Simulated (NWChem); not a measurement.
A series in which one site is exchanged, each optimised at PBE0/def2-SVP with NWChem, gas phase unless a solvent is named. 

A: [Li][Li] (Li₂; site = Li)
B: [F][Li] (LiF; site = F)
C: [Cl][Li] (LiCl; site = Cl)
D: [LiH] (LiH; site = H)

### Question
Rank them by lowest singlet excitation, B3LYP/def2-SVPD, TDA (eV), lowest first.

### Answer
A (2.07), D (3.29), C (4.46), B (5.54)
